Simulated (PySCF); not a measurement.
C4H6FS (doublet state).
Geometry (GFN2-xTB, Å), atoms numbered from 1 in this order:
```
atom  x, y, z in Å
C1     1.8626    0.2324    0.2261
S2     1.0403   -1.3696    0.0502
C3    -0.6356   -0.8875    0.4294
C4    -1.2809    0.3141   -0.2826
C5    -0.9333    0.3669    1.1445
F6    -1.8976    0.4140    2.0945
H7     2.9098    0.0390    0.4310
H8     1.7648    0.8125   -0.6868
H9     1.3812    0.7494    1.0569
H10   -1.2329   -1.7728    0.6136
H11   -2.3204    0.2567   -0.5862
H12   -0.6569    0.8442   -0.9871
```

The hyperfine couplings belong to this conformer and change with its torsions.

As a line formula: `CS[C@@H]1C[C]1F` [radical].

Method: PySCF 2.14.0, UKS B3LYP, pcH-1 on C F H S, non-relativistic, mean-field spin-orbit, GIAO. Geometry: GFN2-xTB, one conformer, isolated molecule. A GFN2-xTB geometry isn't a minimum of the functional, and hyperfine couplings can be far from their values at a DFT geometry. The SCF solution wasn't tested for stability.

Problem. The isotropic 13C couplings are +437.6, +11.7, -5.1, -2.3 MHz. Assign them to C1; C3; C4; C5.

Solution. 
| site | a_iso (MHz) | ρ(0) (bohr⁻³) | position | distance from C5 (Å) | spin population | largest \|T\| (MHz) |
| --- | --- | --- | --- | --- | --- | --- |
| C1 | +11.7 | +0.0104 | 3 bonds from C5 | 2.95 | +0.02 | 4.7 |
| C3 | -2.3 | -0.0021 | 1 bond from C5 | 1.47 | +0.04 | 17.8 |
| C4 | -5.1 | -0.0045 | 1 bond from C5 | 1.47 | +0.04 | 14.6 |
| C5 | +437.6 | +0.3892 | largest spin population | 0.00 | +0.76 | 126.9 |

Problem. Match the computed a_iso(1H) values +48.6, +11.4, +3.8, +1.4 MHz (means over equivalent nuclei) with the sites H7/H8/H9; H10; H11; H12.

Solution. 
| site | a_iso (MHz) | ρ(0) (bohr⁻³) | position | distance from C5 (Å) | bound to | spin population there | largest \|T\| (MHz) |
| --- | --- | --- | --- | --- | --- | --- | --- |
| H7/H8/H9 | +1.4 | +0.0003 | 4 bonds from C5 | 3.19 | C1 | +0.02 | 7.7 |
| H10 | +3.8 | +0.0009 | β, 2 bonds from C5 | 2.22 | C3 | +0.04 | 8.9 |
| H11 | +11.4 | +0.0025 | β, 2 bonds from C5 | 2.22 | C4 | +0.04 | 8.1 |
| H12 | +48.6 | +0.0109 | β, 2 bonds from C5 | 2.20 | C4 | +0.04 | 11.0 |

ρ(0) is the spin density at the nucleus and T the dipolar tensor; a_iso includes a spin–orbit part; entries for several nuclei are means. The Mulliken spin populations are largest on C5 (+0.76) and F6 (+0.07). No atom but C5 exceeds +0.15. The angles at C5 add up to 304.8°, so it is pyramidal.

Nuclei that the bonding pattern makes equivalent are averaged, as if the motion that swaps them (rotation, inversion, ring flip) were fast. The three 1H nuclei of mean +1.4 MHz run from -1.6 to 4.0 MHz in the frozen geometry.
